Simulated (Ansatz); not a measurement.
# MgAlO radical (SMILES [O]1[Mg][Al]1): single points off equilibrium

How do the functionals fare away from a minimum? The structure is a structure displaced at random from a GFN2-xTB minimum.

Computed with Ansatz 0.2.0, Gaussian basis. Level: single points in def2-TZVPP.

Cores are frozen in the correlated methods. The outer core shell of Li, Na, Mg and K is correlated. Orbitals are unrestricted.

## (1) Starting geometry

3 atoms, charge 0, spin multiplicity 2.

Atoms are counted from 1 here; the program's logs count them from 0.

Bond lengths: O1–Mg2 1.949 Å, O1–Al3 1.576 Å. Angles: Mg2–O1–Al3 176.0°.

As a file:

```xyz
3
charge 0, multiplicity 2
O    -0.0835   -0.1430   -0.0530
Mg    1.2935    0.7674    0.9832
Al   -1.2663   -0.8617   -0.8068
```

## (2) CCSD(T)/def2-TZVPP

Input file run/in.yaml:

```yaml
crystal:
  periodic: [false, false, false]
  atoms:
    - {symbol: O, position_ang: [-0.083500, -0.143000, -0.053000]}
    - {symbol: Mg, position_ang: [1.293500, 0.767400, 0.983200]}
    - {symbol: Al, position_ang: [-1.266300, -0.861700, -0.806800]}
basis:
  gaussian: {orbitals: def2-TZVPP}
magnetization: {spin_polarized: true, initial_magnetization: 1}
correlation: {method: ccsd_t}
scf: {omitted_lower_state_checks: [cluster_reference]}
output: {forces: true}
```

The command line of these runs was not kept.

## (3) PBE0-D4/def2-TZVPP

run/in.yaml: that of step 2 with these lines changed.

```diff
@@ -9,4 +9,3 @@
 magnetization: {spin_polarized: true, initial_magnetization: 1}
-correlation: {method: ccsd_t}
-scf: {omitted_lower_state_checks: [cluster_reference]}
-output: {forces: true}
+hamiltonian: {xc: pbe0, dispersion: d4}
+output: {forces: true, orbitals: {seedname: orbitals}}
```

## (4) wB97M-V/def2-TZVPP

run/in.yaml: that of step 3 with these lines changed.

```diff
@@ -9,3 +9,3 @@
 magnetization: {spin_polarized: true, initial_magnetization: 1}
-hamiltonian: {xc: pbe0, dispersion: d4}
-output: {forces: true, orbitals: {seedname: orbitals}}
+hamiltonian: {xc: {name: wB97M-V}}
+output: {forces: true}
```

## (5) r2SCAN-D4/def2-TZVPP

run/in.yaml: that of step 4 with these lines changed.

```diff
@@ -9,3 +9,3 @@
 magnetization: {spin_polarized: true, initial_magnetization: 1}
-hamiltonian: {xc: {name: wB97M-V}}
+hamiltonian: {xc: r2scan, dispersion: d4}
 output: {forces: true}
```

## (6) PBE-D4/def2-TZVPP

run/in.yaml: that of step 5 with these lines changed.

```diff
@@ -9,3 +9,3 @@
 magnetization: {spin_polarized: true, initial_magnetization: 1}
-hamiltonian: {xc: r2scan, dispersion: d4}
+hamiltonian: {xc: pbe, dispersion: d4}
 output: {forces: true}
```

## (7) SPW92/def2-TZVPP

run/in.yaml: that of step 6 with these lines changed.

```diff
@@ -9,3 +9,3 @@
 magnetization: {spin_polarized: true, initial_magnetization: 1}
-hamiltonian: {xc: pbe, dispersion: d4}
+hamiltonian: {xc: lda}
 output: {forces: true}
```

## (8) BHLYP-D4/def2-TZVPP

run/in.yaml: that of step 7 with these lines changed.

```diff
@@ -9,3 +9,3 @@
 magnetization: {spin_polarized: true, initial_magnetization: 1}
-hamiltonian: {xc: lda}
+hamiltonian: {xc: {name: BHLYP}, dispersion: d4}
 output: {forces: true}
```

(Steps that only read results are left out.)

**Question.** What will these runs give? Wanted: energy less free atoms, CCSD(T)/def2-TZVPP; RMS force component; RMS force error; HOMO and LUMO, PBE0-D4; T1 diagnostic.

**Answer**, as computed:

```
                                  quantity                                                                                          value
energy less free atoms, CCSD(T)/def2-TZVPP                                                                                  -755.5 kJ/mol
                       RMS force component                                                           2.056 to 2.336 eV/Å over the methods
                           RMS force error  PBE0-D4 0.168, wB97M-V 0.078, r2SCAN-D4 0.144, PBE-D4 0.162, SPW92 0.285, BHLYP-D4 0.300 eV/Å
                    HOMO and LUMO, PBE0-D4                                                                             -5.38 and -2.82 eV
                             T1 diagnostic                                                                                          0.016
```

Against CCSD(T) the functionals' energies less atoms differ by -170.8 to +18.8 kJ/mol, PBE-D4 by -57.3 kJ/mol. A larger basis would deepen the CCSD(T) value, while the functionals are nearly converged already, so the order here is not reliable. On forces the order runs from wB97M-V to BHLYP-D4. Frozen-core CCSD(T) forces in triple zeta carry basis errors of their own, and this is one geometry, so small gaps rank nothing.
